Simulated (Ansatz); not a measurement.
# BNH2 (quintet): from Hartree-Fock to the top rungs, def2-QZVPP

One table from this session's results is given with a row withheld; the runs are named, their logs left out.

Program: Ansatz 0.2.0, Gaussian basis. Level of theory: def2-QZVPP, core rule «outside noble gas», up to 2 orbitals frozen. These are calculated values, not measurements.

Plan: UHF; ROHF; CCSD(T) on UHF.

2 further runs of the same task are left out: 2 set aside as unsound or not needed.

## The geometry

The geometry is a PBE0/def2-TZVP stationary point (not a proven minimum) of the parent state, kept for this charge and spin.

4 atoms, charge 0, spin multiplicity 5.

Atoms are counted from 1 here; the program's logs count them from 0.

Bond lengths: B1–N2 1.376 Å, B1–H3 1.215 Å, N2–H4 1.012 Å. Angles: N2–B1–H3 113.0°, B1–N2–H4 139.9°.

Set-up of the first run:

The input, in.yaml:

```yaml
crystal:
  periodic: [false, false, false]
  atoms:
    - {symbol: B, position_ang: [0.000000, -0.124007, 0.773899]}
    - {symbol: N, position_ang: [0.000000, -0.022422, -0.597982]}
    - {symbol: H, position_ang: [0.000000, 0.956413, 1.330586]}
    - {symbol: H, position_ang: [0.000000, 0.685254, -1.321528]}
basis:
  gaussian: {orbitals: "def2-QZVPP.json"}
magnetization: {spin_polarized: true, initial_magnetization: 4}
hamiltonian: {xc: hf}
output: {orbitals: {seedname: orbitals}}
```

The run is started by

```console
> ansatz run in.yaml --threads 1 --pin off --events-out ev --progress --plain --max-ram 2393MiB
```

Steps of the session up to this table: UHF; ROHF; CCSD(T) on UHF.

One table of the session follows, with a row left open; its other results are not shown here.

| method | from UCCSD(T) (kcal/mol) |
| --- | --- |
| ROHF | ? |
| UHF | +163.68 |
| UMP2 | +24.47 |
| UCCSD | +5.49 |
| UCCSD(T) | 0 |

**Question.** Estimate the row for ROHF.

As computed: from UCCSD(T) (kcal/mol): +168.97. In the column «from UCCSD(T) (kcal/mol)» it is the highest.
